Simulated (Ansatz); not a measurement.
## NH4⁺ ··· HCl

The pair of NH4⁺ (SMILES [NH4+], atoms 1–5) and HCl (SMILES Cl, atoms 6–7), both closed shells, in one local arrangement (a lower one may exist), relaxed at PBE0-D4/def2-TZVP:

```xyz
7
angstrom
N -0.1116 -0.0321 -0.9852
H -0.4692 0.8715 -1.3010
H -0.0723 -0.0489 0.0575
H 0.8225 -0.1816 -1.3708
H -0.7331 -0.7740 -1.3132
Cl -0.2367 -0.2127 2.2174
H 0.8005 0.3778 2.6952
```

Program: Ansatz 0.2.0. Basis: def2-TZVPPD, with def2-QZVPPD for the basis limit. Cores are frozen in the correlated methods. B3LYP uses VWN-RPA correlation. Extrapolation: Hartree–Fock as exp(−7.88 √X), correlation as X^−2.97. Interaction energies count from these two fragments, frozen as in the pair, with the counterpoise correction; negative means bound.

What is the interaction energy by CCSD(T) at an estimated basis limit (MP2 extrapolated from triple and quadruple zeta, plus CCSD(T) − MP2 in triple zeta)? (An estimate is asked for; the value comes from the calculation.)

By the calculation: -8.60 kcal/mol. Hartree–Fock alone gives -5.97 kcal/mol at the basis limit. It counts from the two fragments frozen as in the pair.

The same quantity by other methods in triple zeta, and each one's difference from that estimate:
```json
{"method": "PBE-D4", "E_int (kcal/mol)": "-10.22", "difference": "-1.62"}
{"method": "revPBE-D4", "E_int (kcal/mol)": "-9.63", "difference": "-1.03"}
{"method": "BLYP-D4", "E_int (kcal/mol)": "-9.65", "difference": "-1.05"}
{"method": "r2SCAN-D4", "E_int (kcal/mol)": "-9.24", "difference": "-0.64"}
{"method": "B97M-V", "E_int (kcal/mol)": "-9.13", "difference": "-0.53"}
{"method": "PBE0-D4", "E_int (kcal/mol)": "-9.64", "difference": "-1.05"}
{"method": "B3LYP-D4", "E_int (kcal/mol)": "-9.42", "difference": "-0.82"}
{"method": "HSE06-D4", "E_int (kcal/mol)": "-9.65", "difference": "-1.05"}
{"method": "wB97X-V", "E_int (kcal/mol)": "-8.74", "difference": "-0.14"}
{"method": "wB97M-V", "E_int (kcal/mol)": "-8.75", "difference": "-0.15"}
{"method": "B2PLYP", "E_int (kcal/mol)": "-8.40", "difference": "0.20"}
{"method": "HF", "E_int (kcal/mol)": "-5.86", "difference": "2.74"}
{"method": "MP2", "E_int (kcal/mol)": "-8.29", "difference": "0.31"}
{"method": "CCSD", "E_int (kcal/mol)": "-7.66", "difference": "0.94"}
{"method": "CCSD(T)", "E_int (kcal/mol)": "-8.03", "difference": "0.57"}
```
Differences are method less estimate.

Which atoms make the shortest contact between the fragments?

H3 and Cl6, 2.17 Å apart.

Basis-set superposition shift (counterpoise-corrected less uncorrected): CCSD(T) 0.60; MP2 0.57; HF 0.06; PBE0-D4 0.07; wB97M-V 0.06 kcal/mol.

The T1 diagnostic stays at or below 0.007.

For scale, one of the runs: CCSD(T)/def2-TZVPPD, 173 basis functions, launched by `ansatz run in.yaml --threads 2 --pin off --events-out ev --progress --plain --max-ram 5222MiB`. Time: 18 s of wall clock on 2 CPU threads of an Arm Neoverse V1; the host was shared. Peak host memory: 1.4 GiB.
